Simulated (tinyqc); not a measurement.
Inside a calculation. Method: MP2 on RHF in the sto-6g basis, frozen core, for H2F+, spin multiplicity 1. One step of it, computed by the program tinyqc.

Problem. Iteration 8 (converged): orbitals. Diagonalise F' = X^T F X, C = X C', fill 5 alpha and 5 beta electrons from the bottom; D = 2 C_occ C_occ^T. Each column has its largest component positive (the first on a tie).

converged F (hartree), order 1F 1s, 1F 2s, 1F 2px, 1F 2py, 1F 2pz, 2H 1s, 3H 1s:
$$\begin{pmatrix}
-26.933102 & -6.521613 & 0.000000 & -0.000595 & -0.021998 & -0.991709 & -0.924368 \\
-6.521613 & -3.465443 & 0.000000 & -0.004356 & -0.105092 & -1.041155 & -0.986952 \\
0.000000 & 0.000000 & -1.022510 & 0.000000 & 0.000000 & 0.000000 & 0.000000 \\
-0.000595 & -0.004356 & 0.000000 & -0.929440 & -0.002994 & -0.459890 & 0.444401 \\
-0.021998 & -0.105092 & 0.000000 & -0.002994 & -0.960372 & -0.435939 & -0.422384 \\
-0.991709 & -1.041155 & 0.000000 & -0.459890 & -0.435939 & -0.773425 & -0.344291 \\
-0.924368 & -0.986952 & 0.000000 & 0.444401 & -0.422384 & -0.344291 & -0.743535
\end{pmatrix}$$

X, order 1F 1s, 1F 2s, 1F 2px, 1F 2py, 1F 2pz, 2H 1s, 3H 1s:
$$\begin{pmatrix}
1.022274 & -0.130224 & 0.000000 & -0.000297 & -0.005148 & 0.015262 & 0.014473 \\
-0.130224 & 1.119757 & 0.000000 & 0.003635 & 0.051604 & -0.190240 & -0.176278 \\
0.000000 & 0.000000 & 1.000000 & 0.000000 & 0.000000 & 0.000000 & 0.000000 \\
-0.000297 & 0.003635 & 0.000000 & 1.046789 & 0.001692 & -0.142154 & 0.135860 \\
-0.005148 & 0.051604 & 0.000000 & 0.001692 & 1.026997 & -0.099281 & -0.093204 \\
0.015262 & -0.190240 & 0.000000 & -0.142154 & -0.099281 & 1.101150 & -0.078977 \\
0.014473 & -0.176278 & 0.000000 & 0.135860 & -0.093204 & -0.078977 & 1.091531
\end{pmatrix}$$

Give: F' = X^T F X; orbital energies; coefficients C; D after iteration 8.

Solution.

F' = X^T F X (hartree):
$$\begin{pmatrix}
-26.5194 & -3.1992 & 0.0000 & -0.0011 & -0.0358 & -0.1352 & -0.1201 \\
-3.1992 & -2.2307 & 0.0000 & 0.0036 & 0.0331 & -0.4206 & -0.3944 \\
0.0000 & 0.0000 & -1.0225 & 0.0000 & 0.0000 & 0.0000 & 0.0000 \\
-0.0011 & 0.0036 & 0.0000 & -0.7712 & 0.0017 & -0.3768 & 0.3651 \\
-0.0358 & 0.0331 & 0.0000 & 0.0017 & -0.8627 & -0.2970 & -0.2851 \\
-0.1352 & -0.4206 & 0.0000 & -0.3768 & -0.2970 & -0.3908 & -0.0808 \\
-0.1201 & -0.3944 & 0.0000 & 0.3651 & -0.2851 & -0.0808 & -0.3949
\end{pmatrix}$$

orbital energies (hartree): MO1 -26.9362, MO2 -2.0215, MO3 -1.1144, MO4 -1.0565, MO5 -1.0225, MO6 -0.0739, MO7 0.0328

coefficients C, order 1F 1s, 1F 2s, 1F 2px, 1F 2py, 1F 2pz, 2H 1s, 3H 1s:
$$\begin{pmatrix}
0.9972 & -0.2390 & 0.0058 & 0.0616 & 0.0000 & 0.0837 & 0.0126 \\
0.0125 & 0.9614 & -0.0319 & -0.3284 & 0.0000 & -0.5476 & -0.0869 \\
0.0000 & 0.0000 & 0.0000 & 0.0000 & 1.0000 & 0.0000 & 0.0000 \\
0.0001 & 0.0039 & 0.7670 & -0.0485 & 0.0000 & 0.0872 & -0.7322 \\
0.0016 & 0.0984 & 0.0488 & 0.8420 & 0.0000 & -0.5902 & -0.0815 \\
-0.0021 & 0.0775 & 0.3525 & 0.2236 & 0.0000 & 0.6049 & 0.8597 \\
-0.0020 & 0.0724 & -0.3232 & 0.2634 & 0.0000 & 0.7904 & -0.6725
\end{pmatrix}$$

D after iteration 8, order 1F 1s, 1F 2s, 1F 2px, 1F 2py, 1F 2pz, 2H 1s, 3H 1s:
$$\begin{pmatrix}
2.1106 & -0.4755 & 0.0000 & 0.0012 & 0.0606 & -0.0097 & -0.0098 \\
-0.4755 & 2.0667 & 0.0000 & -0.0096 & -0.3670 & -0.0204 & -0.0132 \\
0.0000 & 0.0000 & 2.0000 & 0.0000 & 0.0000 & 0.0000 & 0.0000 \\
0.0012 & -0.0096 & 0.0000 & 1.1814 & -0.0061 & 0.5196 & -0.5209 \\
0.0606 & -0.3670 & 0.0000 & -0.0061 & 1.4419 & 0.4261 & 0.4262 \\
-0.0097 & -0.0204 & 0.0000 & 0.5196 & 0.4261 & 0.3605 & -0.0989 \\
-0.0098 & -0.0132 & 0.0000 & -0.5209 & 0.4262 & -0.0989 & 0.3582
\end{pmatrix}$$
